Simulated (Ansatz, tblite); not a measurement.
Cost and result up the ladder for BN2⁻ (3 atoms). Total charge -1; singlet. Geometry: PBE0-D4/def2-TZVPD.

Cartesian coordinates in Å:
```
B 0.2926 0.8149 -0.2448
N -0.3515 -0.5105 -0.4661
N 0.0589 -0.3044 0.7108
```

Ansatz on 4 threads of Arm Neoverse V2 on a shared host; xTB runs through tblite on one thread. Times are rough, summed over both states, and most runs start from the orbitals of an earlier one. CCSD(T)/def2-TZVPPD serves as the yardstick here, not as an exact answer. The other state is a doublet.

The xTB rows come from tblite. Correlated methods freeze 3 core orbitals. The structure comes from a short search, and lower isomers may exist.

Raw xTB energies of ions are shifted by several eV.

```csv
level,functions,vertical IE (eV),difference from CCSD(T)/def2-TZVPPD (eV),remarks
PBE-D4/def2-TZVPD,111,1.89,-0.07,HOMO above zero (-1 singlet)
PBE0-D4/def2-TZVPD (with forces),111,1.87,-0.09,HOMO above zero (-1 singlet)
CCSD(T)/def2-TZVPPD,111,1.97,0.00,–
GFN2-xTB,12,4.59,2.63,–
r2SCAN-D4/def2-TZVPD,111,1.76,-0.20,HOMO above zero (-1 singlet)
GFN1-xTB,12,6.54,4.57,–
```

Question: Estimate how long each takes.

Answer: GFN1-xTB 0.002 s; GFN2-xTB 0.002 s; PBE-D4/def2-TZVPD 1 s; PBE0-D4/def2-TZVPD (with forces) 1.4 s; r2SCAN-D4/def2-TZVPD 2.2 s; CCSD(T)/def2-TZVPPD 3.6 s. On shared hardware such times vary by a factor of up to 3.
